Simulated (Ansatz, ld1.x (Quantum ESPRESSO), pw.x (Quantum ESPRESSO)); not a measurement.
## pw.x on fcc Nb: one setting changed

Potential: norm-conserving Troullier–Martins (Kleinman–Bylander form), ld1.x (Quantum ESPRESSO) 7.5, LDA (PW92); core [Kr], reference 4d4.5 5s0.5 5p0; waves: 5s (bound): rc 3.10 bohr; 5p (bound, empty): rc 4.20 bohr; 4d (bound): rc 2.75 bohr; local part: all-electron potential smoothed inside 3.35 bohr (lloc = -1); core correction: a·sin(br)/r model core, default radius (core density twice the valence density).

The reference run (k-mesh 14³, cutoffs 50/200 Ry, Fermi–Dirac 0.01 Ry, mixing_beta 0.4, conv_thr 1e-9, no spin) gives 2.17 GPa at 17.697 Å³/atom, where all-electron LAPW gives 0.54 GPa. This run, with its own iteration cap, changes mixing_ndim to 16.

```
&control
  calculation='scf', prefix='x', pseudo_dir='./', outdir='./tmp', tstress=.true., disk_io='none'
/
&system
  ibrav=0, nat=1, ntyp=1, ecutwfc=50, ecutrho=200, nbnd=9,
  occupations='smearing', smearing='fd', degauss=0.01
/
&electrons
  conv_thr=1e-09, mixing_beta=0.4, electron_maxstep=50, mixing_ndim=16
/
ATOMIC_SPECIES
Nb 1.0 Nb.UPF
CELL_PARAMETERS angstrom
  0.00000000 2.06834613 2.06834613
  2.06834613 0.00000000 2.06834613
  2.06834613 2.06834613 0.00000000
ATOMIC_POSITIONS crystal
Nb 0.0000 0.0000 0.0000
K_POINTS automatic
14 14 14 0 0 0
```

```bash
pw.x < Nb.scf.in > Nb.scf.out
```

Q: How does the run end?

A: It converges in 7 iterations; the free energy moves by +0.0 meV/atom and the pressure by +0.00 GPa. The result is that of the reference run.

```
Message from routine setup:
     using ibrav=0 with symmetry is DISCOURAGED, use correct ibrav instead
     lattice parameter (alat)  =       5.5276  a.u.
     unit-cell volume          =     119.4253 (a.u.)^3
     number of electrons       =         5.00
     number of Kohn-Sham states=            9
     kinetic-energy cutoff     =      50.0000  Ry
     charge density cutoff     =     200.0000  Ry
     scf convergence threshold =      1.0E-09
     Exchange-correlation= PW
     number of k points=   104  Fermi-Dirac smearing, width (Ry)=  0.0100
     iteration #  1     ecut=    50.00 Ry     beta= 0.40
     total energy              =     -17.60016073 Ry
     estimated scf accuracy    <       0.11939680 Ry
     iteration #  2     ecut=    50.00 Ry     beta= 0.40
     total energy              =     -17.59479743 Ry
     estimated scf accuracy    <       0.01930675 Ry
     iteration #  3     ecut=    50.00 Ry     beta= 0.40
     total energy              =     -17.59836971 Ry
     estimated scf accuracy    <       0.00008575 Ry
     iteration #  4     ecut=    50.00 Ry     beta= 0.40
     total energy              =     -17.59838647 Ry
     estimated scf accuracy    <       0.00002832 Ry
     iteration #  5     ecut=    50.00 Ry     beta= 0.40
     total energy              =     -17.59839115 Ry
     estimated scf accuracy    <       0.00000075 Ry
     iteration #  6     ecut=    50.00 Ry     beta= 0.40
     total energy              =     -17.59839132 Ry
     estimated scf accuracy    <          5.6E-09 Ry
     iteration #  7     ecut=    50.00 Ry     beta= 0.40
     the Fermi energy is    11.4798 ev
!    total energy              =     -17.59839132 Ry
     estimated scf accuracy    <          3.1E-10 Ry
     smearing contrib. (-TS)   =      -0.00668483 Ry
     The total energy is F=E-TS. E is the sum of the following terms:
     one-electron contribution =       8.27681636 Ry
     hartree contribution      =       0.12328904 Ry
     xc contribution           =     -11.32910326 Ry
     ewald contribution        =     -14.66270863 Ry
     convergence has been achieved in   7 iterations
          total   stress  (Ry/bohr**3)                   (kbar)     P=       21.65
     Message from routine punch:
     Nothing written, as per user request (disk_io='none')
```

The run took about 9.9 s on one core of a shared host (Neoverse-N1, 64 threads, 124 GiB, load 60).
